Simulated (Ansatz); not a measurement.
A run of Ansatz (development build ahead of 0.2.0) on doublet CH3O at this shape:

```xyz
5

C     0.0811   -0.0141   -0.6705
O     0.0237   -0.0937    0.6556
H    -0.0319    0.8123    1.0183
H     0.0846   -1.0133   -1.1106
H    -0.4309    0.8418   -1.2370
```

Its results:

- Converged: yes
- Reference energy: -112.90830 hartree
- Correlation energy: -0.07660 hartree
- Total energy: -112.98490 hartree
- Spin squared of the determinant: 0.759

Q: Which input gives this output? Name the method, the orbitals and the basis set, and write the input.

A: UHF-MP2 in STO-3G.

```yaml
crystal:
  periodic: [false, false, false]
  atoms:
    - { symbol: C, position_ang: [0.08112, -0.0141, -0.67051] }
    - { symbol: O, position_ang: [0.0237, -0.09366, 0.6556] }
    - { symbol: H, position_ang: [-0.03192, 0.81226, 1.01832] }
    - { symbol: H, position_ang: [0.08455, -1.0133, -1.11064] }
    - { symbol: H, position_ang: [-0.43086, 0.84182, -1.237] }
basis:
  gaussian: { orbitals: STO-3G }
magnetization:
  spin_polarized: true
  initial_magnetization: 1
hamiltonian:
  xc: hf
correlation:
  method: mp2
  frozen_orbitals: { C: 1, H: 0, O: 1 }
```
